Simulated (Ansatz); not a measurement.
C$_{3}$H$_{4}$FNS, SMILES `CC(=S)C(=N)F`. Total charge 0; spin multiplicity 1.

```tsv
atom	x (Å)	y (Å)	z (Å)
C1	1.302	-0.390	-0.186
C2	0.272	0.683	-0.240
S3	0.563	2.202	-0.705
C4	-1.090	0.257	0.174
N5	-1.345	-0.915	0.538
F6	-2.016	1.214	0.129
H7	2.268	-0.003	-0.503
H8	1.003	-1.229	-0.821
H9	1.370	-0.794	0.828
H10	-2.327	-1.026	0.785
```

Task: Give the diagnostics of a CCSD(T)/def2-TZVPP run (frozen core, the Gaussian-basis code of Ansatz). (An estimate is asked.)

Result: Ansatz gave: T1 = 0.0143, largest single amplitude 0.027, largest double 0.111, (T) share of the correlation energy 4.5 %, 10 CCSD cycles. The RHF solution is unstable towards an unrestricted one. T1 lies under the customary mark of 0.02 for closed shells.
